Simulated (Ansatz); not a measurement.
Ansatz (a program for electronic structure) input (HF/def2-TZVPP): A basis named .json is the Basis Set Exchange file of that set (core-valence sets with the plain set on hydrogen).

Ansatz 0.2 input:
```yaml
crystal:
  periodic: [false, false, false]
  atoms:
    - {symbol: N, position_ang: [0.00224146, -0.00382052, 0.11155442]}
    - {symbol: H, position_ang: [-0.00202883, 0.95117179, -0.22808750]}
    - {symbol: H, position_ang: [0.80949996, -0.46442426, -0.29287493]}
    - {symbol: H, position_ang: [-0.82316134, -0.46000387, -0.25991854]}
basis:
  gaussian:
    orbitals: def2-TZVPP
    fitting: {mean_field: cc-pVTZ-JKFIT.json}
hamiltonian:
  xc: {name: HF}
magnetization: {spin_polarized: false}
```

Output:

```
Functional definition: HF
integrals: 0.01 GiB planned
169 factors; integrals over basis functions are off by at most 6.7e-1 eV
mean field: 0.06 GiB planned
mean field evaluation 1: about -1528.0779 eV, gradient 3.0e1 eV
mean field evaluation 2: about -1529.3615 eV, gradient 1.6e1 eV
mean field evaluation 4: about -1529.8499 eV, gradient 2.6e-1 eV
mean field evaluation 8: about -1529.8504 eV, gradient 1.5e-5 eV
mean field -1529.85040511 eV, -56.2209654178 hartree, gradient 1.5e-5 eV, S^2 0.000000; 0 other end points of the search recorded, 0 dependent functions left out
reference -1529.85040511 eV, -56.2209654178 hartree; 5, 5 occupied and 68, 68 virtual orbitals, 169 factors
Total energy: -1529.85040511 eV, -56.2209654178 hartree
```
